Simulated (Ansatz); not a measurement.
# CH4O: the cost of one run

Program: Ansatz 0.2.0. Level of theory: the levels named in each step. These are calculated values, not measurements.

## (1) The starting structure

Bond lengths: C1–O2 1.406 Å, C1–H3 1.095 Å, C1–H4 1.089 Å, C1–H5 1.096 Å, O2–H6 0.963 Å. Angles: C1–O2–H6 109.0°, O2–C1–H3 111.7°, O2–C1–H4 106.5°, O2–C1–H5 111.7°, H3–C1–H4 109.0°, H3–C1–H5 109.0°, H4–C1–H5 108.9°.

Structure file:

```xyz
6

C    -0.6632    0.2072    0.1950
O     0.6079   -0.2335   -0.2149
H    -0.7990    0.1015    1.2768
H    -1.3887   -0.4232   -0.3159
H    -0.8395    1.2517   -0.0855
H     1.2805    0.3079    0.2112
```

## (2) A rough first relaxation, PBE-D4/def2-SVP

This run stands in another session on the same molecule. It ended at:

```xyz
6

C    -0.6434    0.2042    0.1910
O     0.6265   -0.2458   -0.2286
H    -0.8153    0.1032    1.2916
H    -1.4038   -0.4247   -0.3158
H    -0.8586    1.2661   -0.0866
H     1.2925    0.3087    0.2151
```

## (3) Relaxation, PBE0-D4/def2-TZVPP

This run stands in another session on the same molecule. It ended at:

```xyz
6

C    -0.6560    0.2077    0.1941
O     0.6167   -0.2334   -0.2189
H    -0.8044    0.1020    1.2752
H    -1.3912   -0.4186   -0.3106
H    -0.8481    1.2501   -0.0858
H     1.2809    0.3039    0.2127
```

## (4) Frequencies, PBE0-D4/def2-TZVPP

Contents of input.yaml:

```yaml
crystal:
  periodic: [false, false, false]
  atoms:
    - { symbol: C, position_ang: [-0.65600712, 0.20773468, 0.1941322] }
    - { symbol: O, position_ang: [0.61674655, -0.23338589, -0.21889247] }
    - { symbol: H, position_ang: [-0.80439144, 0.10196004, 1.27516943] }
    - { symbol: H, position_ang: [-1.3911904, -0.41860808, -0.31064472] }
    - { symbol: H, position_ang: [-0.84811802, 1.25011779, -0.0858252] }
    - { symbol: H, position_ang: [1.28092044, 0.30385145, 0.21273077] }
basis:
  gaussian: { orbitals: def2-TZVPP }
hamiltonian:
  xc: pbe0
  dispersion: d4
phonons: {}
```

The run is started by

```
$ ansatz run input.yaml --threads 2 --pin off --max-ram 5120MiB --backend cpu --events-out ev --progress --plain --runs-dir out
```

What time and memory should one allow on 2 threads of Arm Neoverse V1, shared host?

About 25 s, with a peak of 0.15 GiB.
